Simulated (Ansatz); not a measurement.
# C7H8: basis-set convergence

An exercise on one series of results from a longer session: the logs are not shown, and one member is left open.

Program: Ansatz 0.2.0, Gaussian basis. Level of theory: one geometry, several basis sets. These are calculated values, not measurements.

Levels to be run: PBE0-D4/def2-SVP; ωB97M-V/def2-SVP; PBE0-D4/def2-QZVPP; ωB97M-V/def2-QZVPP; the functionals' def2-TZVPP values are taken from earlier runs.

### The geometry

The geometry comes from an earlier relaxation with PBE0-D4 in a triple-zeta def2 set; it is a stationary point, not always the lowest conformer.

SMILES `C1=CC2(C=C1)CC2`, 15 atoms, charge 0, spin multiplicity 1.

Atoms are counted from 1 here; the program's logs count them from 0.

Bond lengths: C1–C2 1.346 Å, C1–C5 1.457 Å, C1–H8 1.082 Å, C2–C3 1.469 Å, C2–H9 1.082 Å, C3–C4 1.469 Å, C3–C6 1.522 Å, C3–C7 1.522 Å, C4–C5 1.346 Å, C4–H10 1.082 Å, C5–H11 1.082 Å, C6–C7 1.476 Å, C6–H12 1.082 Å, C6–H13 1.082 Å, C7–H14 1.082 Å, C7–H15 1.082 Å. Angles: C2–C1–C5 109.0°, C2–C1–H8 126.1°, C5–C1–H8 124.8°, C1–C2–C3 108.3°, C1–C2–H9 127.4°, C3–C2–H9 124.3°, C2–C3–C4 105.3°, C2–C3–C6 122.0°, C2–C3–C7 122.0°, C4–C3–C6 122.0°, C4–C3–C7 122.0°, C6–C3–C7 58.0°, C3–C4–C5 108.3°, C3–C4–H10 124.3°, C5–C4–H10 127.4°, C1–C5–C4 109.0°, C1–C5–H11 124.8°, C4–C5–H11 126.1° and more.

The first run:

in.yaml

```yaml
crystal:
  periodic: [false, false, false]
  atoms:
    - {symbol: C, position_ang: [-0.374058, -1.973951, 0.142546]}
    - {symbol: C, position_ang: [-0.442851, -0.858125, 0.892948]}
    - {symbol: C, position_ang: [0.018637, 0.274220, 0.078989]}
    - {symbol: C, position_ang: [0.364048, -0.302253, -1.227178]}
    - {symbol: C, position_ang: [0.129258, -1.627222, -1.179900]}
    - {symbol: C, position_ang: [0.796121, 1.436557, 0.679644]}
    - {symbol: C, position_ang: [-0.585347, 1.664684, 0.213686]}
    - {symbol: H, position_ang: [-0.645441, -2.972567, 0.458107]}
    - {symbol: H, position_ang: [-0.775251, -0.775597, 1.918943]}
    - {symbol: H, position_ang: [0.740975, 0.268901, -2.064838]}
    - {symbol: H, position_ang: [0.284788, -2.331726, -1.986093]}
    - {symbol: H, position_ang: [1.615664, 1.821937, 0.087203]}
    - {symbol: H, position_ang: [0.985064, 1.387515, 1.744092]}
    - {symbol: H, position_ang: [-1.371090, 1.776600, 0.949376]}
    - {symbol: H, position_ang: [-0.740497, 2.211026, -0.707507]}
basis:
  gaussian: {orbitals: def2-SVP}
hamiltonian: {xc: pbe0, dispersion: d4}
output: {orbitals: {seedname: orbitals}}
```

Started as:

```
$ ansatz run in.yaml --threads 2 --pin off --events-out ev --progress --plain --max-ram 32768MiB --backend cpu
```

Steps of the session up to this table: PBE0-D4 in def2-SVP; ωB97M-V in def2-SVP; PBE0-D4 in def2-QZVPP; ωB97M-V in def2-QZVPP.

One of the session's tables, all rows but one given; the rest of the session is left out.

It belongs to the step «Density functionals: the series». 

```
functional       basis  HOMO (eV)
   PBE0-D4    def2-SVP      -6.11
   PBE0-D4  def2-TZVPP      -6.14
   PBE0-D4  def2-QZVPP      -6.16
   ωB97M-V    def2-SVP          ?
   ωB97M-V  def2-TZVPP      -8.34
   ωB97M-V  def2-QZVPP      -8.35
```

**Question.** Estimate the row for ωB97M-V, def2-SVP.

**Answer.** HOMO (eV): -8.32. In the column «HOMO (eV)» it lies between ωB97M-V, def2-TZVPP (-8.34) and PBE0-D4, def2-QZVPP (-6.16).
